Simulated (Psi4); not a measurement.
**NF3 (SMILES FN(F)F): TD-PBE/6-311+G(d,p) (save jk yes, sweep point 4)**

Aim: the vertical excitations of NF3. 

Program for the calculation: Psi4 1.11.

2 further runs of the same task are left out: 2 set aside as unsound or not needed.

## (1) The system as given

NF3 has 4 atoms, charge 0, and is taken as a singlet. SMILES: `FN(F)F`. The shape is that of a GFN2-xTB optimisation.

Bond lengths: F1–N2 1.359 Å, N2–F3 1.359 Å, N2–F4 1.359 Å. Angles: F1–N2–F3 103.3°, F1–N2–F4 103.2°, F3–N2–F4 103.2°.

## (2) The excited states at TD-PBE/6-311+G(d,p) (save jk yes, sweep point 4)

f3n.in

```
memory 1600 mb

molecule {
  0 1
  F      1.17739386    -0.00105825     2.02291402
  N      0.64496353    -0.13537998    -0.48573520
  F     -1.20150677    -1.91671141    -0.60114078
  F     -0.62085062     2.05316854    -0.93603804
  units au
  symmetry c1
}

set {
  basis 6-311+G**
  reference rks
  puream true
  scf_type pk
  dft_radial_points 99
  dft_spherical_points 590
  save_jk true
}

from psi4.driver.procrouting.response.scf_response import tdscf_excitations
e, wfn = energy("pbe", return_wfn=True)
states = tdscf_excitations(wfn, states=5, tda=False)
print_variables()
```

Launch:

```console
$ psi4 -n 1 f3n.in f3n.out
```

f3n.out:

```text
Psi4 1.11 release

   => Loading Basis Set <=

    Name: 6-311+G**
    Role: ORBITAL
    Keyword: BASIS

         ---------------------------------------------------------
                                   SCF
                              RKS Reference
                        1 Threads,   1525 MiB Core
         ---------------------------------------------------------

  ==> Geometry <==

    Molecular point group: c1
    Full point group: C1

    Geometry (in Bohr), charge = 0, multiplicity = 1:

       Center              X                  Y                   Z               Mass
    ------------   -----------------  -----------------  -----------------  -----------------
         F            1.222772494087    -0.010588432958     1.988738444361    18.998403162730
         N            0.690342164087    -0.144910162958    -0.519910775639    14.003074004430
         F           -1.156128135913    -1.926241592958    -0.635316355639    18.998403162730
         F           -0.575471985913     2.043638357042    -0.970213615639    18.998403162730

  Running in c1 symmetry.

  Rotational constants: A =      0.35972  B =      0.35957  C =      0.19547 [cm^-1]
  Rotational constants: A =  10784.19364  B =  10779.73082  C =   5859.90056 [MHz]
  Nuclear repulsion =  133.948493366805536

  Charge       = 0
  Multiplicity = 1
  Electrons    = 34
  Nalpha       = 17
  Nbeta        = 17

  ==> Algorithm <==

  SCF Algorithm Type is PK.
  DIIS enabled.
  MOM disabled.
  Fractional occupation disabled.
  Guess Type is SAD.
  Energy threshold   = 1.00e-06
  Density threshold  = 1.00e-06
  Integral threshold = 1.00e-12

  ==> Primary Basis <==

  Basis Set: 6-311+G**
    Blend: 6-311+G**
    Number of shells: 40
    Number of basis functions: 88
    Number of Cartesian functions: 92
    Spherical Harmonics?: true
    Max angular momentum: 2

  ==> DFT Potential <==

   => LibXC <=

    Version 7.1.2

   => Composite Functional: PBE <=

    PBE GGA Exchange-Correlation Functional

    Deriv               =              1
    GGA                 =           TRUE
    Meta                =          FALSE

    Exchange Hybrid     =          FALSE
    MP2 Hybrid          =          FALSE

   => Exchange Functionals <=

    1.0000     XC_GGA_X_PBE

   => Correlation Functionals <=

    1.0000     XC_GGA_C_PBE

   => LibXC Density Thresholds  <==

    XC_GGA_C_PBE:  1.00E-12
    XC_GGA_X_PBE:  1.00E-15

   => Molecular Quadrature <=

    Radial Scheme          =       TREUTLER
    Pruning Scheme         =           NONE
    Nuclear Scheme         =       TREUTLER

    Blocking Scheme        =         OCTREE
    BS radius alpha        =              1
    Pruning alpha          =              1
    Radial Points          =             99
    Spherical Points       =            590
    Total Points           =         228731
    Total Blocks           =           1744
    Max Points             =            256
    Max Functions          =             88
    Weights Tolerance      =       1.00E-15

  ==> Integral Setup <==

  Using in-core PK algorithm.
   Calculation information:
      Number of atoms:                   4
      Number of AO shells:              40
      Number of primitives:             76
      Number of atomic orbitals:        92
      Number of basis functions:        88

      Integral cutoff                 1.00e-12
      Number of threads:                 1

  Performing in-core PK
  Using 15338972 doubles for integral storage.
  We computed 311633 shell quartets total.
  Whereas there are 336610 unique shell quartets.

  ==> DiskJK: Disk-Based J/K Matrices <==

    J tasked:                  Yes
    K tasked:                   No
    wK tasked:                  No
    Memory [MiB]:              657
    Schwarz Cutoff:          1E-12

  Cached 100.0% of DFT collocation blocks in 0.475 [GiB].

  Minimum eigenvalue in the overlap matrix is 2.8126427433E-03.
  Reciprocal condition number of the overlap matrix is 4.2790647190E-04.
    Using symmetric orthogonalization.

  ==> Pre-Iterations <==

  SCF Guess: Superposition of Atomic Densities via on-the-fly atomic UHF (no occupation information).

   -------------------------
    Irrep   Nso     Nmo
   -------------------------
     A         88      88
   -------------------------
    Total      88      88
   -------------------------

  ==> Iterations <==

                        Total Energy        Delta E     RMS |[F,P]|

   @RKS iter SAD:  -353.73244507305509   -3.53732e+02   0.00000e+00
   @RKS iter   1:  -353.82799843327803   -9.55534e-02   5.11693e-03 DIIS/ADIIS
   @RKS iter   2:  -353.70362836844583    1.24370e-01   8.96197e-03 DIIS/ADIIS
   @RKS iter   3:  -353.86986799942662   -1.66240e-01   1.84720e-03 DIIS/ADIIS
   @RKS iter   4:  -353.87982587359414   -9.95787e-03   3.57072e-04 DIIS/ADIIS
   @RKS iter   5:  -353.88019774131521   -3.71868e-04   3.73259e-05 DIIS
   @RKS iter   6:  -353.88020053000798   -2.78869e-06   5.02472e-06 DIIS
   @RKS iter   7:  -353.88020057032952   -4.03215e-08   2.87151e-06 DIIS
   @RKS iter   8:  -353.88020058991066   -1.95811e-08   5.15059e-07 DIIS
  Energy and wave function converged.

  ==> Post-Iterations <==

   Electrons on quadrature grid:
      Ntotal   =   34.0000004024 ; deviation = 4.024e-07

    Orbital Energies [Eh]
    ---------------------

    Doubly Occupied:

       1A    -24.336783     2A    -24.336764     3A    -24.336739
       4A    -14.267665     5A     -1.299762     6A     -1.167957
       7A     -1.167913     8A     -0.766227     9A     -0.597886
      10A     -0.597865    11A     -0.534031    12A     -0.445451
      13A     -0.445423    14A     -0.403038    15A     -0.403012
      16A     -0.385283    17A     -0.309174

    Virtual:

      18A     -0.045562    19A     -0.035442    20A     -0.035382
      21A      0.034259    22A      0.079174    23A      0.084605
      24A      0.084613    25A      0.192158    26A      0.192161
      27A      0.213051    28A      0.213054    29A      0.221146
      30A      0.287695    31A      0.299246    32A      0.323133
      33A      0.323140    34A      0.365230    35A      0.390739
      36A      0.390743    37A      0.703176    38A      0.708563
      39A      0.708575    40A      1.066863    41A      1.066919
      42A      1.100097    43A      1.206966    44A      1.206993
      45A      1.241728    46A      1.295202    47A      1.330479
      48A      1.374882    49A      1.374901    50A      1.765279
      51A      1.765298    52A      1.805958    53A      1.805977
      54A      1.806060    55A      2.077057    56A      2.118902
      57A      2.118988    58A      3.297407    59A      3.297487
      60A      3.339424    61A      3.560793    62A      3.598281
      63A      3.598307    64A      3.602281    65A      3.607600
      66A      3.625131    67A      3.625160    68A      3.672194
      69A      3.672212    70A      3.872478    71A      3.872554
      72A      3.887529    73A      4.400581    74A      4.838145
      75A      4.838268    76A      6.048334    77A      6.048377
      78A      6.074465    79A      6.150135    80A      6.171049
      81A      6.171058    82A      6.174481    83A      6.483447
      84A      6.483662    85A     34.818384    86A     66.229019
      87A     66.229060    88A     66.289895

    Final Occupation by Irrep:
              A
    DOCC [    17 ]
    NA   [    17 ]
    NB   [    17 ]

  @RKS Final Energy:  -353.88020058991066

   => Energetics <=

    Nuclear Repulsion Energy =            133.9484933668055362
    One-Electron Energy =                -757.0854328839419622
    Two-Electron Energy =                 307.0702788003383148
    DFT Exchange-Correlation Energy =     -37.8135398731125605
    Empirical Dispersion Energy =           0.0000000000000000
    VV10 Nonlocal Energy =                  0.0000000000000000
    Total Energy =                       -353.8802005899106575

Computation Completed

Properties will be evaluated at   0.000000,   0.000000,   0.000000 [a0]

Properties computed using the SCF density matrix

 Multipole Moments:

 ------------------------------------------------------------------------------------
     Multipole            Electronic (a.u.)      Nuclear  (a.u.)        Total (a.u.)
 ------------------------------------------------------------------------------------

 L = 1.  Multiply by 2.5417464519 to convert [e a0] to [Debye]
 Dipole X            :         -0.2255428            0.2529465            0.0274037
 Dipole Y            :          0.0474945           -0.0530962           -0.0056017
 Dipole Z            :          0.1700791           -0.1904992           -0.0204201
 Magnitude           :                                                    0.0346313

 ------------------------------------------------------------------------------------

	total time  =          7 seconds =       0.12 minutes

******************************************************************************************
**********                               WARNING                                **********
**********       The names of excited state variables changed between 1.5       **********
**********     and 1.6. For a quick solution, remove the symmetry specifier     **********
**********   from the variable name. For full details, see 'Notes on Psivars'   **********
**********                        in the documentation.                         **********
******************************************************************************************

         ---------------------------------------------------------
                         TDSCF excitation energies
         ---------------------------------------------------------

  ==> Options <==

     Residual threshold  : 1.0000e-04
     Initial guess       : denominators
     Reference           : RHF
     Solver type         : RPA (Hamiltonian)

  ==> Requested Excitations <==

      5 singlet states with A symmetry

  ==> Seeking the lowest 5 singlet states with A symmetry

                        Generalized Hamiltonian Solver

  ==> Options <==

    Max number of iterations        = 60
    Eigenvector tolerance           = 1.0000e-04
    Max number of expansion vectors = 1000

  => Iterations <=
                              Max[D[value]]     Max[|R|]   # vectors
  HamiltonianSolver iter   1:   3.54025e-01  2.38500e-01     20
  HamiltonianSolver iter   2:   1.31348e-02  1.14353e-01     25
  HamiltonianSolver iter   3:   8.91504e-04  5.59113e-02     35
  HamiltonianSolver iter   4:   2.37131e-04  1.60309e-02     45
  HamiltonianSolver iter   5:   2.03771e-05  6.54555e-03     55
  HamiltonianSolver iter   6:   2.10800e-06  3.07533e-03     65
  HamiltonianSolver iter   7:   3.67603e-07  1.04858e-03     75
  HamiltonianSolver iter   8:   3.87289e-08  4.63443e-04     85
  HamiltonianSolver iter   9:   6.54404e-09  2.13414e-04     93
  HamiltonianSolver iter  10:   9.14980e-10  8.66974e-05    101      Converged

******************************************************************************************
**********                               WARNING                                **********
**********  Length-gauge rotatory strengths are **NOT** gauge-origin invariant  **********
******************************************************************************************

                                    Excitation Energy         Total Energy        Oscillator Strength             Rotatory Strength
     #   Sym: GS->ES (Trans)        au              eV              au          au (length)    au (velocity)    au (length)    au (velocity)
    ---- -------------------- --------------- --------------- --------------- --------------- --------------- --------------- ---------------
     1        A->A (1 A)       0.27658         7.52607        -353.60362       0.0130          0.0167          0.0000          0.0000
     2        A->A (1 A)       0.31051         8.44946        -353.56969       0.0486          0.0567          0.0000          0.0000
     3        A->A (1 A)       0.31057         8.45095        -353.56963       0.0486          0.0567         -0.0000         -0.0000
     4        A->A (1 A)       0.34737         9.45238        -353.53283       0.0000          0.0000         -0.0000         -0.0000
     5        A->A (1 A)       0.34859         9.48556        -353.53161       0.0039          0.0040          0.0000          0.0000

Contributing excitations and de-excitations
Only contributions with abs(coeff) > 1.00e-01 will be printed:

Excited State    1 (1 A):   0.27658 au   164.74 nm f = 0.0130
  Sums of squares: Xssq =  1.001805e+00; Yssq =  1.804647e-03; Xssq - Yssq =  1.000000e+00
     17a  ->  18a     0.994773 (98.957%)

Excited State    2 (1 A):   0.31051 au   146.74 nm f = 0.0486
  Sums of squares: Xssq =  1.006176e+00; Yssq =  6.175514e-03; Xssq - Yssq =  1.000000e+00
     15a  ->  18a     0.124060 ( 1.539%)
     16a  ->  20a     0.122650 ( 1.504%)
     17a  ->  19a    -0.965196 (93.160%)

Excited State    3 (1 A):   0.31057 au   146.71 nm f = 0.0486
  Sums of squares: Xssq =  1.006171e+00; Yssq =  6.171199e-03; Xssq - Yssq =  1.000000e+00
     14a  ->  18a    -0.124056 ( 1.539%)
     16a  ->  19a     0.122835 ( 1.509%)
     17a  ->  20a     0.965157 (93.153%)

Excited State    4 (1 A):   0.34737 au   131.17 nm f = 0.0000
  Sums of squares: Xssq =  1.000313e+00; Yssq =  3.128690e-04; Xssq - Yssq =  1.000000e+00
     14a  ->  19a     0.139124 ( 1.936%)
     15a  ->  20a    -0.139262 ( 1.939%)
     16a  ->  18a     0.976071 (95.271%)

Excited State    5 (1 A):   0.34859 au   130.71 nm f = 0.0039
  Sums of squares: Xssq =  1.000599e+00; Yssq =  5.985757e-04; Xssq - Yssq =  1.000000e+00
     17a  ->  21a     0.997179 (99.437%)

******************************************************************************************
**********                               WARNING                                **********
**********       The names of excited state variables changed between 1.5       **********
**********     and 1.6. For a quick solution, remove the symmetry specifier     **********
**********   from the variable name. For full details, see 'Notes on Psivars'   **********
**********                        in the documentation.                         **********
******************************************************************************************

  Variable Map:
  ----------------------------------------------------------------------------
  "CURRENT ENERGY"              =>    -353.880200589911
  "CURRENT REFERENCE ENERGY"    =>    -353.880200589911
  "DD SOLVATION ENERGY"         =>       0.000000000000
  "DFT FUNCTIONAL TOTAL ENERGY" =>    -353.880200589911
  "DFT TOTAL ENERGY"            =>    -353.880200589911
  "DFT VV10 ENERGY"             =>       0.000000000000
  "DFT XC ENERGY"               =>     -37.813539873113
  "GRID ELECTRONS ALPHA"        =>      17.000000201197
  "GRID ELECTRONS BETA"         =>      17.000000201197
  "GRID ELECTRONS TOTAL"        =>      34.000000402393
  "NUCLEAR REPULSION ENERGY"    =>     133.948493366806
  "ONE-ELECTRON ENERGY"         =>    -757.085432883942
  "PCM POLARIZATION ENERGY"     =>       0.000000000000
  "PE ENERGY"                   =>       0.000000000000
  "SCF ITERATION ENERGY"        =>    -353.880200589911
  "SCF ITERATIONS"              =>       8.000000000000
  "SCF TOTAL ENERGY"            =>    -353.880200589911
  "TWO-ELECTRON ENERGY"         =>     307.070278800338
  "XC GRID RADIAL POINTS"       =>      99.000000000000
  "XC GRID SPHERICAL POINTS"    =>     590.000000000000
  "XC GRID TOTAL POINTS"        =>  228731.000000000000

  Array Variable Map:
  ----------------------------------------------------------------------------
  "CURRENT DIPOLE"              =>       0.027403726162 ... -0.020420113395 1 by 3
  "SCF DIPOLE"                  =>       0.027403726162 ... -0.020420113395 1 by 3
  "SCF TOTAL ENERGIES"          =>    -353.732445073055 ... -353.880200589911 1 by 9

    Psi4 run time: 0:00:40.82
```

It took 42 s on 1 thread of Intel Xeon Platinum 8488C (Sapphire Rapids), shared host; peak memory 0.82 GiB.

The roots found:

| excited state | energy (eV) | strength | label |
| --- | --- | --- | --- |
| 1 | 7.526 | 0.0130 | A 1 |
| 2 | 8.449 | 0.0486 | A 1 |
| 3 | 8.451 | 0.0486 | A 1 |
| 4 | 9.452 | 0.0000 | A 1 |
| 5 | 9.486 | 0.0039 | A 1 |

## (3) Summary of results

Level: TD-PBE/6-311+G** (save jk yes, sweep point 4).

```
                              quantity          value
     ground-state or mean-field energy  -353.88020 Eh
 dipole moment (PBE Kohn–Sham density)         0.09 D
  HOMO energy (PBE Kohn–Sham orbitals)       -8.41 eV
  LUMO energy (PBE Kohn–Sham orbitals)       -1.24 eV
HOMO–LUMO gap (PBE Kohn–Sham orbitals)        7.17 eV
              lowest excitation energy        7.53 eV
```

In words: The brightest of the 5 transitions from the ground state lies at 8.45 eV (147 nm, f = 0.097, degenerate roots summed); the lowest, at 7.53 eV, has f = 0.013. Roots above 8.4 eV lie over the negative of the HOMO energy, where those of Rydberg kind are poorly described; valence roots are less touched.
